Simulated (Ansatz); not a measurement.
C4H5NO can be A, `C#CNC(C)=O`, or B, `Cc1ccno1`.

Gas-phase electronic energies from Ansatz, PBE0-D4/def2-TZVP geometries. CBS: MP2 limit from def2 TZ/QZ plus the TZ coupled-cluster correction, frozen cores. DFT in def2-TZVPP. B3LYP here is the variant with VWN-RPA as its local correlation; programs differ in this.

Question: Which is lower in electronic energy at CCSD(T)/CBS, and by how much? (Best estimate.)

Answer: Ansatz gave: B, by 32.7 kJ/mol.

Question: Give E(B) − E(A) in kJ/mol with PBE-D4, PBE0-D4, CCSD(T)/def2-TZVPP, r2SCAN-D4, B3LYP, CCSD/def2-TZVPP, ωB97M-V. (Estimate.)

Answer: Ansatz gave: PBE-D4 -50.9, PBE0-D4 -49.0, CCSD(T)/def2-TZVPP -35.9, r2SCAN-D4 -45.7, B3LYP -22.3, CCSD/def2-TZVPP -25.8, ωB97M-V -34.7. None reverses the order clearly.

Largest T1 diagnostic: 0.015.

The D4 term adds −3.4 kJ/mol with B3LYP and −1.6 kJ/mol with PBE0; it sums over pairs of atoms, weighted by their polarisabilities, and B3LYP, whose exchange is more repulsive, gets the larger term. In def2-TZVPP, CCSD(T) changes the Hartree–Fock value by −49.0 kJ/mol (the triples alone add −10.1 kJ/mol) and MP2 by −50.9 kJ/mol.
